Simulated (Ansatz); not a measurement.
System: bcc Ba. Method: PBEsol in Ansatz (PAW).

Numerical settings: plane-wave cutoff 520 eV, 12×12×12 k mesh, Fermi–Dirac smearing 0.1 eV, perturbation theory, scalar-relativistic PAW data made under PBE.

The cell has the measured lattice parameters. Conventional cell: a = 5.0250 Å, b = 5.0250 Å, c = 5.0250 Å, α = 90.00°, β = 90.00°, γ = 90.00°.

```xyz
1
Lattice="-2.5125 2.5125 2.5125 2.5125 -2.5125 2.5125 2.5125 2.5125 -2.5125" Properties=species:S:1:pos:R:3 pbc="T T T"
Ba     0.0000     0.0000     0.0000
```

Harmonic phonon frequencies (cm⁻¹; i marks an imaginary mode):

```tsv
q point	frequencies
H	72 72 72
N	[?]
P	53 53 53
```

Question: Fill in the missing entries.

Answer: 
- N, frequencies: 22 51 70

No imaginary mode appears at these points.

Note: the cell isn't this level's own, so it is under some stress, which shifts stiffness and frequencies.

Ansatz is a quantum-chemistry and plane-wave program.
